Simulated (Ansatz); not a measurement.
```yaml
crystal:
  periodic: [false, false, false]
  atoms:
    - {symbol: C, position_ang: [0.000000, 0.000000, 0.000000]}
    - {symbol: Be, position_ang: [0.000000, 0.000000, 1.636800]}
basis:
  gaussian: {orbitals: def2-TZVP}
total_charge: 1
magnetization: {spin_polarized: true, initial_magnetization: 1}
hamiltonian: {xc: pbe0}
relax: {f_tol: 0.004, max_steps: 80}
```

```sh
$ ansatz run in.yaml --threads 1 --pin off --events-out ev --progress --plain --max-ram 2176MiB
```

Steps of the relaxation (energy above the last step; positions in Å, forces in eV/Å):

```
2
step 1, 20.3 meV
C     0.000    0.000    0.000    0.000    0.000   -0.775
Be    0.000    0.000    1.637    0.000    0.000    0.775
```

```
2
step 2, 5.5 meV
C     0.000    0.000   -0.013    0.000    0.000   -0.386
Be    0.000    0.000    1.650    0.000    0.000    0.386
```

```
2
step 3, 0.0 meV
C     0.000    0.000   -0.026    0.000    0.000   -0.035
Be    0.000    0.000    1.663    0.000    0.000    0.035
```

```
2
step 4, 0.0 meV
C     0.000    0.000   -0.028    0.000    0.000    0.000
Be    0.000    0.000    1.664    0.000    0.000    0.000
```

Close pairs at the end: C1–Be2 1.692 Å.

A stationary point of unrestricted PBE0 after 4 steps, with ⟨S²⟩ = 1.496 against 0.75 for a pure state. 3.3 s on 1 thread of Intel Xeon 6975P-C, shared host.
